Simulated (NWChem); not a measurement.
System: carbon tetrachloride (CCl$_{4}$); SMILES ClC(Cl)(Cl)Cl

NWChem printed, in part:

```
             Northwest Computational Chemistry Package (NWChem) 7.3.0
             --------------------------------------------------------

 C1  symmetry detected

                             Geometry "geometry" -> ""
                             -------------------------

 Output coordinates in angstroms (scale by  1.889725989 to convert to a.u.)

  No.       Tag          Charge          X              Y              Z
 ---- ---------------- ---------- -------------- -------------- --------------
    1 Cl                  17.0000     0.56518112    -1.59099438    -0.58946647
    2 C                    6.0000    -0.00000769     0.00005528     0.00006034
    3 Cl                  17.0000     1.00576361     0.51362829     1.38641245
    4 Cl                  17.0000     0.13609840     1.20538152    -1.31390170
    5 Cl                  17.0000    -1.70704041    -0.12803495     0.51693442

 Effective nuclear repulsion energy (a.u.)     434.9623157030

                                 NWChem DFT Module
                                 -----------------

 Summary of "ao basis" -> "ao basis" (spherical)
 ------------------------------------------------------------------------------
       Tag                 Description            Shells   Functions and Types
 ---------------- ------------------------------  ------  ---------------------
 Cl                          6-31g*                  8       18   4s3p1d
 C                           6-31g*                  6       14   3s2p1d

            General Information
            -------------------
          SCF calculation type: DFT
          Wavefunction type:  closed shell.
          No. of atoms     :     5
          No. of electrons :    74
           Alpha electrons :    37
            Beta electrons :    37
          Charge           :     0
          Spin multiplicity:     1
          Use of symmetry is: off; symmetry adaption is: off
          Maximum number of iterations: 150
          AO basis - number of functions:    86
                     number of shells:    38
          Convergence on energy requested:  1.00D-06
          Convergence on density requested:  1.00D-05
          Convergence on gradient requested:  5.00D-04

              XC Information
              --------------
                        BHLYP Method XC Functional
                     Hartree-Fock (Exact) Exchange  0.500
                        Slater Exchange Functional  0.500 local
                    Becke 1988 Exchange Functional  0.500 non-local
              Lee-Yang-Parr Correlation Functional  1.000

             Grid Information
             ----------------
          Grid used for XC integration:  medium
          Radial quadrature: Mura-Knowles
          Angular quadrature: Lebedev.
          Tag              B.-S. Rad. Rad. Pts. Rad. Cut. Ang. Pts.
          ---              ---------- --------- --------- ---------
          Cl                  1.00       88           9.0       590
          C                   0.70       49           7.0       434
          Grid pruning is: on
          Number of quadrature shells:   401
          Spatial weights used:  Erf1

      Superposition of Atomic Density Guess
      -------------------------------------

 Sum of atomic energies:       -1875.46258502

      Non-variational initial energy
      ------------------------------

 Total energy =   -1876.556417
 1-e energy   =   -3459.387810
 2-e energy   =    1147.869077
 HOMO         =      -0.380191
 LUMO         =      -0.014057

     ---------------------------------------------
      Total Density - Mulliken Population Analysis
     ---------------------------------------------

    Atom       Charge   Shell Charges
 -----------   ------   -------------------------------------------------------
    1 Cl  17    17.19   2.00  2.00  5.98  1.38  3.64  0.53  1.64  0.01
    2 C    6     5.25   2.00  0.56  1.06  0.68  0.88  0.06
    3 Cl  17    17.19   2.00  2.00  5.98  1.38  3.64  0.53  1.64  0.01
    4 Cl  17    17.19   2.00  2.00  5.98  1.38  3.64  0.53  1.64  0.01
    5 Cl  17    17.19   2.00  2.00  5.98  1.38  3.64  0.53  1.64  0.01

   convergence    iter        energy       DeltaE   RMS-Dens  Diis-err
 ---------------- ----- ----------------- --------- --------- ---------
 d= 0,ls=0.0,diis     1  -1878.5187653848 -2.31D+03  2.27D-02  1.75D+00
 d= 0,ls=0.0,diis     2  -1878.2080926500  3.11D-01  1.33D-02  4.99D+00
 d= 0,ls=0.0,diis     3  -1878.7618286829 -5.54D-01  1.28D-03  7.29D-03
 d= 0,ls=0.0,diis     4  -1878.7629209052 -1.09D-03  2.92D-04  3.92D-04
 d= 0,ls=0.0,diis     5  -1878.7629814819 -6.06D-05  1.04D-04  1.47D-05
  Resetting Diis
 d= 0,ls=0.0,diis     6  -1878.7629859423 -4.46D-06  1.11D-05  2.28D-07
 d= 0,ls=0.0,diis     7  -1878.7629859985 -5.63D-08  1.68D-06  5.48D-09

         Total DFT energy =    -1878.762985998508
      One electron energy =    -3459.058052790405
           Coulomb energy =     1263.757990041165
    Exchange-Corr. energy =     -118.425238952248
 Nuclear repulsion energy =      434.962315702980

 Numeric. integr. density =       74.000000797828

                       DFT Final Molecular Orbital Analysis
                       ------------------------------------

 Vector   35  Occ=2.000000D+00  E=-3.852028D-01
              MO Center= -2.1D-01,  2.3D-01,  3.7D-01, r^2= 4.2D+00
   Bfn.  Coefficient  Atom+Function         Bfn.  Coefficient  Atom+Function
  ----- ------------  ---------------      ----- ------------  ---------------
    77      0.461964  5 Cl pz                39      0.378751  3 Cl px
    57     -0.345912  4 Cl px                41     -0.273887  3 Cl pz
    81      0.245171  5 Cl pz                43      0.201008  3 Cl px
    61     -0.183584  4 Cl px                73     -0.176915  5 Cl pz
     7     -0.171900  1 Cl px                 9     -0.146736  1 Cl pz

 Vector   36  Occ=2.000000D+00  E=-3.851993D-01
              MO Center=  5.5D-01,  8.0D-02, -1.9D-01, r^2= 4.1D+00
   Bfn.  Coefficient  Atom+Function         Bfn.  Coefficient  Atom+Function
  ----- ------------  ---------------      ----- ------------  ---------------
    40      0.432228  3 Cl py                 9      0.416901  1 Cl pz
    58     -0.333999  4 Cl py                59     -0.314879  4 Cl pz
    44      0.229389  3 Cl py                13      0.221260  1 Cl pz
    62     -0.177261  4 Cl py                63     -0.167114  4 Cl pz
    36     -0.165526  3 Cl py                 5     -0.159659  1 Cl pz

 Vector   37  Occ=2.000000D+00  E=-3.851966D-01
              MO Center= -3.4D-01, -3.2D-01, -1.9D-01, r^2= 4.2D+00
   Bfn.  Coefficient  Atom+Function         Bfn.  Coefficient  Atom+Function
  ----- ------------  ---------------      ----- ------------  ---------------
    76      0.481883  5 Cl py                 7     -0.410804  1 Cl px
    57      0.326114  4 Cl px                80      0.255744  5 Cl py
    11     -0.218028  1 Cl px                 8     -0.188559  1 Cl py
    72     -0.184543  5 Cl py                61      0.173076  4 Cl px
    40     -0.166608  3 Cl py                 3      0.157324  1 Cl px

 Vector   38  Occ=0.000000D+00  E=-2.472471D-02
              MO Center=  1.8D-04, -6.0D-04, -6.3D-04, r^2= 4.4D+00
   Bfn.  Coefficient  Atom+Function         Bfn.  Coefficient  Atom+Function
  ----- ------------  ---------------      ----- ------------  ---------------
    24      1.572850  2 C  s                 79     -0.417003  5 Cl px
    12     -0.389020  1 Cl py                45      0.338637  3 Cl pz
    20      0.326129  2 C  s                 63     -0.321002  4 Cl pz
    62      0.294630  4 Cl py                10     -0.280469  1 Cl s
    42     -0.280136  3 Cl s                 60     -0.280293  4 Cl s

 Vector   39  Occ=0.000000D+00  E= 3.605238D-02
              MO Center=  1.4D-01, -5.1D-01, -2.4D-01, r^2= 3.5D+00
   Bfn.  Coefficient  Atom+Function         Bfn.  Coefficient  Atom+Function
  ----- ------------  ---------------      ----- ------------  ---------------
    26      0.966302  2 C  py                12      0.734223  1 Cl py
    10      0.669169  1 Cl s                 22      0.474704  2 C  py
    25     -0.419885  2 C  px                 8      0.339625  1 Cl py
    63     -0.335264  4 Cl pz                79     -0.292247  5 Cl px
    13      0.288565  1 Cl pz                60     -0.269706  4 Cl s

 Vector   40  Occ=0.000000D+00  E= 3.609795D-02
              MO Center= -1.4D-01,  3.8D-01, -2.7D-01, r^2= 3.6D+00
   Bfn.  Coefficient  Atom+Function         Bfn.  Coefficient  Atom+Function
  ----- ------------  ---------------      ----- ------------  ---------------
    27      0.934489  2 C  pz                60      0.614953  4 Cl s
    62     -0.553291  4 Cl py                63      0.525360  4 Cl pz
    79     -0.518861  5 Cl px                23      0.458986  2 C  pz
    26     -0.405864  2 C  py                78     -0.406025  5 Cl s
    25     -0.369762  2 C  px                43      0.267147  3 Cl px

     ---------------------------------------------
      Total Density - Mulliken Population Analysis
     ---------------------------------------------

    Atom       Charge   Shell Charges
 -----------   ------   -------------------------------------------------------
    1 Cl  17    16.91   2.00  2.00  5.98  1.42  3.57  0.52  1.40  0.03
    2 C    6     6.36   2.00  0.67  1.79  0.77  1.04  0.09
    3 Cl  17    16.91   2.00  2.00  5.98  1.42  3.57  0.52  1.40  0.03
    4 Cl  17    16.91   2.00  2.00  5.98  1.42  3.57  0.52  1.40  0.03
    5 Cl  17    16.91   2.00  2.00  5.98  1.42  3.57  0.52  1.40  0.03

     -------------------------------------------
      Total Density - Lowdin Population Analysis
     -------------------------------------------

    Atom       Charge   Shell Charges
 -----------   ------   -------------------------------------------------------
    1 Cl  17    16.94   2.00  1.99  5.91  1.18  3.33  0.66  1.83  0.03
    2 C    6     6.25   1.99  0.60  1.65  0.48  1.37  0.16
    3 Cl  17    16.94   2.00  1.99  5.91  1.18  3.34  0.66  1.83  0.03
    4 Cl  17    16.94   2.00  1.99  5.91  1.18  3.33  0.66  1.83  0.03
    5 Cl  17    16.94   2.00  1.99  5.91  1.18  3.33  0.66  1.83  0.03

     Multipole analysis of the density
     ---------------------------------

     L   x y z        total         alpha         beta         nuclear
     -   - - -        -----         -----         ----         -------
     0   0 0 0     -0.000000    -37.000000    -37.000000     74.000000

     1   1 0 0     -0.000075     -0.000038     -0.000038     -0.000000
     1   0 1 0      0.000276      0.000138      0.000138     -0.000000
     1   0 0 1      0.000289      0.000145      0.000145      0.000000

     2   2 0 0    -41.002963   -149.915956   -149.915956    258.828949
     2   1 1 0      0.000482      0.000241      0.000241     -0.000000
     2   1 0 1      0.000380      0.000190      0.000190     -0.000000
     2   0 2 0    -41.003843   -149.944164   -149.944164    258.884485
     2   0 1 1     -0.000092     -0.000046     -0.000046      0.000000
     2   0 0 2    -41.003304   -149.906085   -149.906085    258.808866
```

Level: BHandHLYP/6-31G* (spherical d). Structure relaxed at the PBE-D3(BJ)/def2-SVP level.

Question: Write an input that gives this output.

Answer: Several could match; the one computed here: the input that was run:
```
start job
memory heap 200 mb stack 900 mb global 1100 mb
geometry units angstroms noautoz
  Cl     1.375923    -1.140267    -0.069627
  C     -0.000033     0.000047     0.000003
  Cl     0.616392     1.678535     0.001892
  Cl    -1.051770    -0.247015    -1.425003
  Cl    -0.940542    -0.291385     1.492664
end
basis spherical
  Cl library 6-31g*
  C library 6-31g*
end
dft
  xc bhlyp
  iterations 150
  mulliken
end
task dft energy
```
